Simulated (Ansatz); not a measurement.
Take Si in the diamond structure (space group Fd-3m, No. 227) as the base.

Si is modelled in the cubic space group Fd-3m, origin choice 1 (No. 227), the diamond structure, Pearson symbol cF8. Lattice parameters: a = b = c = 5.444 Å, α = β = γ = 90.00°. Si on 8a is coordinated by 4 Si at 2.357 Å (tetrahedral). (Neighbours: up to the widest gap in distance over summed covalent radii, below 1.35, at either atom.)
(The calculation used a cell of 2 atoms; values per cell refer to that cell.)

Levels (all Ansatz, an electronic-structure program, PAW): r2SCAN (500 eV, no SOC); HSE06 (420 eV, no spin-orbit coupling).

Levels that relaxed their own cell: r2SCAN.

```csv
level,band gap,lattice parameter a
r2SCAN,0.78 eV,5.444 Å
HSE06,1.14 eV,–
```

Q: What does experiment give, and how far off is each level?

A: Measured: band gap 1.23 eV (static lattice; corrected from measurement; as listed in Wei Chen et al., Physical Review Materials (2018)); lattice parameter a 5.421 Å (static lattice; corrected from measurement; as listed in Daniel Mejia-Rodriguez, S. B. Trickey, Phys. Rev. B (2018)). Computed minus measured — band gap: r2SCAN -0.45 eV, HSE06 -0.09 eV (closest: HSE06); lattice parameter a: r2SCAN +0.4 %. A measured gap can be an optical one, lowered by exciton binding.

Single points use the geometry relaxed with r2SCAN. The hybrid gap comes from the SCF mesh plus the semilocal run's edge points and a few special points and is an upper bound. Whether these cells are dynamically stable was not tested.
